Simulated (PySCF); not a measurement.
# Ways to converge the SCF of Cl2

Do solver options change the result for Cl2, or only the number of cycles?

The runs use PySCF 2.14.0; method and basis as typed in the scripts.

**1. Where the work starts**

Cl2: 2 atoms, charge 0, spin multiplicity 1.

Bond lengths: Cl1–Cl2 1.746 Å.

**2. Base script**

File input.py:

```python
from pyscf import gto, scf

mol = gto.M(
    atom='Cl 0 0 0; Cl 0 0 1.746',
    basis='jorge-dzp',
    charge=0,
    spin=0,
    verbose=4,
)
mf = scf.UHF(mol)
mf.kernel()
mf.nuc_grad_method().kernel()
mf.dip_moment()
print('orbital energies (hartree):', [e[max(0, n-3):n+3].round(4) for e, n in zip(mf.mo_energy, mol.nelec)])
```

Started as:

```
$ OMP_NUM_THREADS=1 python input.py
```

The log of this run is left out.

In short: E(SCF) = -918.925683 Eh, 8 cycles, μ = 0.00 D, gradient on the second atom -0.2251 Eh/bohr.

The bond length is a typed value, not an optimised one.

**3. Initial guess core**

Run 1 changes initial guess: minao → core.

File input.py:

```python
from pyscf import gto, scf

mol = gto.M(
    atom='Cl 0 0 0; Cl 0 0 1.746',
    basis='jorge-dzp',
    charge=0,
    spin=0,
    verbose=4,
)
mf = scf.UHF(mol)
mf.init_guess = 'core'
mf.kernel()
mf.nuc_grad_method().kernel()
mf.dip_moment()
print('orbital energies (hartree):', [e[max(0, n-3):n+3].round(4) for e, n in zip(mf.mo_energy, mol.nelec)])
```

Started as:

```
$ OMP_NUM_THREADS=1 python input.py
```

**4. Convergence threshold 1e-13 hartree**

Run 2 changes convergence threshold: default → 1e-13 hartree.

Edit input.py of step 2 so:

```diff
@@ -10,2 +10,3 @@
 mf = scf.UHF(mol)
+mf.conv_tol = 1e-13
 mf.kernel()
```

**5. Level shift 0.5 hartree**

Run 3 changes level shift: none → 0.5 hartree.

Edit input.py of step 2 so:

```diff
@@ -10,2 +10,3 @@
 mf = scf.UHF(mol)
+mf.level_shift = 0.5
 mf.kernel()
```

**6. Second-order solver on**

Run 4 changes second-order solver: off → on.

Edit input.py of step 2 so:

```diff
@@ -10,2 +10,3 @@
 mf = scf.UHF(mol)
+mf = mf.newton()
 mf.kernel()
```

**7. Convergence threshold 1e-05 hartree**

Run 5 changes convergence threshold: default → 1e-05 hartree.

Edit input.py of step 2 so:

```diff
@@ -10,2 +10,3 @@
 mf = scf.UHF(mol)
+mf.conv_tol = 1e-05
 mf.kernel()
```

Q: Predict the outcome of this session. Wanted: for each run, E(SCF); from base; gap.

As calculated:

```
                                run  E(SCF) (hartree)  from base (eV)   cycles  gap (eV)
                               base       -918.925683               0        8     14.96
                 initial guess core       -918.925683          0.0000        8     14.96
convergence threshold 1e-13 hartree       -918.925683          0.0000       34     14.96
            level shift 0.5 hartree       -918.925683          0.0000       11     14.96
             second-order solver on       -918.925683          0.0000  2 macro     14.96
convergence threshold 1e-05 hartree       -918.925683          0.0000        5     14.96
```

Distance from each run's final energy (log10 hartree) by cycle:

```
                                run  cycle 1  cycle 2  cycle 3  cycle 5  cycle 8  cycle 12
                               base     -1.6     -2.5     -3.8     -7.0    -10.6      done
                 initial guess core     -1.6     -2.5     -3.8     -7.0    -10.6      done
convergence threshold 1e-13 hartree     -1.6     -2.5     -3.8     -7.0    -10.4     < -11
            level shift 0.5 hartree     -1.1     -2.3     -2.9     -4.5     -7.4      done
convergence threshold 1e-05 hartree     -1.6     -2.5     -3.8     -7.1     done      done
```

**Reading.** With initial guess core or convergence threshold 1e-13 hartree or level shift 0.5 hartree or second-order solver on or convergence threshold 1e-05 hartree the SCF ends at the base energy. PySCF falls back to minao for a guess that it doesn't know or can't read, so that run repeats the base. The base needs 8 cycles and the run with level shift 0.5 hartree needs 11.
